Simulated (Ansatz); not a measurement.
# C3H7NO: small, medium and large basis sets

How large a basis does C3H7NO need? Two functionals are run in growing sets.

Program: Ansatz 0.2.0, Gaussian basis. Level of theory: one geometry, several basis sets. These are calculated values, not measurements.

Plan: PBE0-D4/def2-SVP; ωB97M-V/def2-SVP; PBE0-D4/def2-QZVPP; ωB97M-V/def2-QZVPP; the functionals' def2-TZVPP values are taken from earlier runs.

## Step 1: The relaxed structure

The geometry comes from an earlier relaxation with PBE0-D4 in a triple-zeta def2 set; it is a stationary point, not always the lowest conformer.

12 atoms, charge 0, spin multiplicity 1.

Atoms are counted from 1 here; the program's logs count them from 0.

Bond lengths: C1–C2 1.340 Å, C1–H6 1.081 Å, C1–H7 1.078 Å, C2–N3 1.382 Å, C2–O4 1.349 Å, N3–H8 1.006 Å, N3–H9 1.008 Å, O4–C5 1.407 Å, C5–H10 1.089 Å, C5–H11 1.095 Å, C5–H12 1.094 Å. Angles: C2–C1–H6 119.7°, C2–C1–H7 122.3°, H6–C1–H7 118.0°, C1–C2–N3 125.3°, C1–C2–O4 125.8°, N3–C2–O4 108.9°, C2–N3–H8 114.1°, C2–N3–H9 113.3°, H8–N3–H9 112.8°, C2–O4–C5 117.1°, O4–C5–H10 106.3°, O4–C5–H11 111.1°, O4–C5–H12 111.1°, H10–C5–H11 109.6°, H10–C5–H12 109.5°, H11–C5–H12 109.2°.

## Step 2: PBE0-D4 in def2-SVP

Input file in.yaml:

```yaml
crystal:
  periodic: [false, false, false]
  atoms:
    - {symbol: C, position_ang: [-0.624493, 0.221855, -1.191786]}
    - {symbol: C, position_ang: [-0.322480, -0.520705, -0.118624]}
    - {symbol: N, position_ang: [-0.769165, -1.808052, 0.112941]}
    - {symbol: O, position_ang: [0.422148, -0.121831, 0.932918]}
    - {symbol: C, position_ang: [0.928360, 1.190118, 0.899594]}
    - {symbol: H, position_ang: [-1.221069, -0.203559, -1.985956]}
    - {symbol: H, position_ang: [-0.319631, 1.251203, -1.284322]}
    - {symbol: H, position_ang: [-1.087377, -2.287645, -0.712407]}
    - {symbol: H, position_ang: [-0.129023, -2.359308, 0.663564]}
    - {symbol: H, position_ang: [1.507413, 1.317207, 1.812662]}
    - {symbol: H, position_ang: [1.575306, 1.341387, 0.029611]}
    - {symbol: H, position_ang: [0.116912, 1.924131, 0.875805]}
basis:
  gaussian: {orbitals: def2-SVP}
hamiltonian: {xc: pbe0, dispersion: d4}
output: {orbitals: {seedname: orbitals}}
```

Command:

```bash
> ansatz run in.yaml --threads 4 --pin off --events-out ev --progress --plain --max-ram 10444MiB
```

The runs that follow: ωB97M-V in def2-SVP; PBE0-D4 in def2-QZVPP; ωB97M-V in def2-QZVPP.

**Question.** What will the summary of the whole plan be? Wanted: PBE0-D4: double and triple zeta above quadruple; ωB97M-V: double and triple zeta above quadruple.

The runs gave:

| quantity | value |
| --- | --- |
| PBE0-D4: double and triple zeta above quadruple | 8.12, 0.39 eV |
| ωB97M-V: double and triple zeta above quadruple | 8.43, 0.37 eV |

In words: For PBE0-D4 the step from double to triple zeta gains 7.73 eV and the next only 0.39 eV. Total energies overstate the basis error of differences, where much of it tends to cancel. The LUMO of ωB97M-V is positive and keeps falling with the basis (3.64 to 1.83 eV): an unbound level that the basis holds in place.
